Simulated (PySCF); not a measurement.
Atom-mapped SMILES (the numbers label the heavy atoms): `[CH3:1][C:2]1([Cl:3])[CH2:4][CH2:5]1` (H(Xn): hydrogen on atom n).

Geometry: PBE0-D3(BJ)/def2-SVP; GIAO absolute shieldings from PySCF, gas phase, non-relativistic, averaged over equivalent atoms.

At PBE0/pcSseg-1 (127 basis functions, 8.9 s wall time on 1 thread of an Arm Neoverse V1, shared host):
| atoms | σ (ppm) |
| --- | --- |
| C2 | 140.6 |
| C1 | 155.2 |
| C4/C5 | 165.6 |
| Cl3 | 745.0 |
| H(C1) | 29.78 |
| Ha(C4)/Ha(C5) | 30.30 |
| Hb(C4)/Hb(C5) | 30.62 |

Task: What do these become at wB97X-D/pcSseg-2?

Result: 
| atoms | σ at wB97X-D/pcSseg-2 | change |
| --- | --- | --- |
| C2 | 139.0 | -1.6 |
| C1 | 154.5 | -0.7 |
| C4/C5 | 164.7 | -0.9 |
| Cl3 | 734.7 | -10.3 |
| H(C1) | 29.89 | +0.11 |
| Ha(C4)/Ha(C5) | 30.35 | +0.05 |
| Hb(C4)/Hb(C5) | 30.68 | +0.06 |

The largest change is at Cl3 (chlorine bonded to C). Cost: 285 basis functions, 40 s wall time on 1 thread of an Arm Neoverse V1, shared host. The order of the carbon signals is the same at both levels.

Carbons that carry Cl, above all several Cl atoms, come out too deshielded, partly because spin–orbit coupling is missing.
